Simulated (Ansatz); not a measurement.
# ClH₆NSi (built from SMILES Cl.N[SiH3]): a barrier at many levels of theory

How high is the barrier of this step (Si1–Cl7 formed, N2–H6 formed, Si1–N2 broken, H6–Cl7 broken), and how far do cheaper methods land from CCSD(T)?

Method: single points in def2-TZVPP on PBE0-D4/def2-TZVP structures; program: Ansatz 0.2.0, Gaussian basis.

Levels: SPW92, PBE-D4, BLYP-D4, r2SCAN-D4, B97M-V, PBE0-D4, B3LYP-D4, r2SCAN0-D4, BHLYP-D4, CAM-B3LYP-D4, wB97X-V, wB97M-V, B2PLYP, PBE-QIDH, RPA on PBE, Hartree-Fock, MP2, CCSD, CCSD(T). The reference is CCSD(T) at the basis limit, from triple and quadruple zeta. Zero-point energies come from PBE0-D4 vibrations.

Cores are frozen in the correlated methods. B3LYP uses VWN-RPA correlation. B2PLYP carries no dispersion term here.

80 further runs of the same task are left out: 80 set aside as unsound or not needed.

### 1 Start, saddle and end, as given

Charge 0, multiplicity 1. The folders r, ts and p hold the start, the saddle and the end; their coordinates stand in the first inputs.

```
   pair  r (Å)  ts (Å)  p (Å)
Si1–Cl7  3.991   2.791  2.065
  N2–H6  1.748   1.085  1.013
 Si1–N2  1.752   1.863  3.002
 H6–Cl7  1.334   1.854  3.298
```

### 2 SPW92/def2-TZVPP

The input, r/in.yaml:

```yaml
crystal:
  periodic: [false, false, false]
  atoms:
    - {symbol: Si, position_ang: [-0.377982, -0.416275, -1.015093]}
    - {symbol: N, position_ang: [-0.009675, -0.391273, 0.697429]}
    - {symbol: H, position_ang: [-1.333241, 0.687470, -1.266226]}
    - {symbol: H, position_ang: [0.899445, -0.201107, -1.733237]}
    - {symbol: H, position_ang: [-0.983441, -1.696648, -1.473238]}
    - {symbol: H, position_ang: [0.689629, 1.163454, 1.084136]}
    - {symbol: Cl, position_ang: [1.222715, 2.351915, 1.373685]}
    - {symbol: H, position_ang: [0.695541, -1.046799, 1.009487]}
    - {symbol: H, position_ang: [-0.803090, -0.450737, 1.323058]}
basis:
  gaussian: {orbitals: def2-TZVPP}
hamiltonian: {xc: lda}
```

The input, ts/in.yaml:

```yaml
crystal:
  periodic: [false, false, false]
  atoms:
    - {symbol: Si, position_ang: [-0.215016, -0.060197, -0.909895]}
    - {symbol: N, position_ang: [0.023049, -0.419164, 0.902530]}
    - {symbol: H, position_ang: [-1.267499, 0.944866, -1.111807]}
    - {symbol: H, position_ang: [1.078015, 0.012797, -1.603789]}
    - {symbol: H, position_ang: [-0.819365, -1.379987, -1.290651]}
    - {symbol: H, position_ang: [0.460763, 0.537705, 1.166479]}
    - {symbol: Cl, position_ang: [0.928208, 2.143353, 0.365800]}
    - {symbol: H, position_ang: [0.658663, -1.191072, 1.082154]}
    - {symbol: H, position_ang: [-0.846918, -0.588300, 1.399178]}
basis:
  gaussian: {orbitals: def2-TZVPP}
hamiltonian: {xc: lda}
```

The input, p/in.yaml:

```yaml
crystal:
  periodic: [false, false, false]
  atoms:
    - {symbol: Si, position_ang: [-0.384840, 0.520676, -1.299553]}
    - {symbol: N, position_ang: [0.431540, -0.746143, 1.297068]}
    - {symbol: H, position_ang: [-0.786203, 1.105237, -2.607046]}
    - {symbol: H, position_ang: [0.988054, -0.008579, -1.426760]}
    - {symbol: H, position_ang: [-1.380425, -0.502214, -0.920529]}
    - {symbol: H, position_ang: [1.253510, -0.236623, 1.597666]}
    - {symbol: Cl, position_ang: [-0.435470, 2.112777, 0.015266]}
    - {symbol: H, position_ang: [0.627945, -1.733901, 1.403182]}
    - {symbol: H, position_ang: [-0.314210, -0.511229, 1.940706]}
basis:
  gaussian: {orbitals: def2-TZVPP}
hamiltonian: {xc: lda}
```

The same command starts each run, in its folder.

Started as:

```console
$ ansatz run in.yaml --threads 2 --pin off --events-out ev --progress --plain --max-ram 4352MiB
```

Further steps of the session: PBE-D4/def2-TZVPP; BLYP-D4/def2-TZVPP; r2SCAN-D4/def2-TZVPP; B97M-V/def2-TZVPP; PBE0-D4/def2-TZVPP; B3LYP-D4/def2-TZVPP; r2SCAN0-D4/def2-TZVPP; BHLYP-D4/def2-TZVPP; CAM-B3LYP-D4/def2-TZVPP; wB97X-V/def2-TZVPP; wB97M-V/def2-TZVPP; B2PLYP/def2-TZVPP; PBE-QIDH/def2-TZVPP; RPA on PBE/def2-TZVPP; CCSD(T)/def2-TZVPP; MP2/def2-QZVPP; Vibrations of the start structure; Vibrations of the end structure.

What does the calculation give? Wanted: barrier, CCSD(T)/CBS; reverse barrier, CCSD(T)/CBS; step energy, CCSD(T)/CBS; barrier with zero-point energy; step energy with zero-point energy; imaginary mode at the saddle; largest T1 diagnostic.

The runs gave:

| quantity | value |
| --- | --- |
| barrier, CCSD(T)/CBS | 30.3 kJ/mol |
| reverse barrier, CCSD(T)/CBS | 68.7 kJ/mol |
| step energy, CCSD(T)/CBS | -38.4 kJ/mol |
| barrier with zero-point energy | 39.2 kJ/mol |
| step energy with zero-point energy | -31.8 kJ/mol |
| imaginary mode at the saddle | 130i cm⁻¹ |
| largest T1 diagnostic | 0.010 |

What this shows: Among the functionals PBE-QIDH lands nearest to CCSD(T)/CBS (-1.1 kJ/mol) and SPW92 farthest (-17.5 kJ/mol). By rung, the mean size of the error is: LDA 17.5, GGA 4.3, meta-GGA 3.5, hybrid 3.5, range-separated hybrid 2.8, double hybrid 3.9 kJ/mol. PBE-D4 gives a barrier 4.4 kJ/mol too low, outside chemical accuracy (1 kcal/mol, 4.2 kJ/mol). Hartree-Fock, with no correlation, is off by +14.1 kJ/mol. Zero-point motion raises the barrier by 8.9 kJ/mol.
